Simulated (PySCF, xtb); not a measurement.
**A geometry optimisation of CHMgSi with r2SCAN-D4/def2-SVP**

The starting geometry of this gas-phase doublet was built from a drawn formula by distance geometry and a force field; its bonds are those of `[C]1=[SiH][Mg]1`.

```xyz
4

C     1.4152    2.8570    1.3574
Mg   -0.2173    3.5933    2.5849
Si   -0.0018    1.8731    1.2083
H    -0.6639    0.6525    0.6185
```

Q: Predict what it relaxes into with r2SCAN-D4/def2-SVP.

A: A bond breaks, giving a structure given below by its coordinates. Contacts that open: Mg2–Si3 (2.21 → 3.42 Å).

The energy falls by 0.87 eV over 22 steps:

| step | E − E(last) (eV) |
| --- | --- |
| 1 | 0.871 |
| 3 | 0.280 |
| 6 | 0.021 |
| 8 | 0.013 |
| 10 | 0.006 |
| 13 | 0.002 |
| 15 | 0.001 |
| 17 | 0.001 |
| 20 | 0.000 |
| 22 | 0.000 |

Final geometry (Å):

```xyz
4

C     0.4355    2.3304    1.3549
Mg    0.1550    3.9317    2.6426
Si   -0.5728    1.1002    0.8674
H    -0.7730   -0.1292    0.0423
```

From the same start GFN2-xTB reaches the same bonding as this run.

No frequencies were run, so the end isn't proven a minimum. Open shells are spin-unrestricted. Run with PySCF 2.14.0, 110 s on 2 threads of Intel(R) Xeon(R) CPU @ 2.60GHz (Ice Lake) (shared host).
